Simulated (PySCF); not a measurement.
trimethylamine (C3H9N), SMILES CN(C)C.

The structure is a stationary point at PBE0-D3(BJ)/def2-SVP.

Method: PBE/def2-TZVP (PySCF).

Symmetry labels are those of the subgroup Cs that the program uses (full group C3v).

List the valence orbital energies around the gap with their symmetry. (Estimate from the structure and the level; the computed values follow.)


| orbital | symmetry | energy (eV) |
|---|---|---|
| HOMO−7 | A' | -11.47 |
| HOMO−6 | A' | -11.28 |
| HOMO−5 | A" | -9.38 |
| HOMO−4 | A' | -9.38 |
| HOMO−3 | A" | -8.72 |
| HOMO−2 | A' | -8.71 |
| HOMO−1 | A" | -8.71 |
| HOMO | A' | -4.74 |
| LUMO | A' | 0.36 |
| LUMO+1 | A' | 1.71 |
| LUMO+2 | A" | 1.71 |
| LUMO+3 | A' | 2.04 |
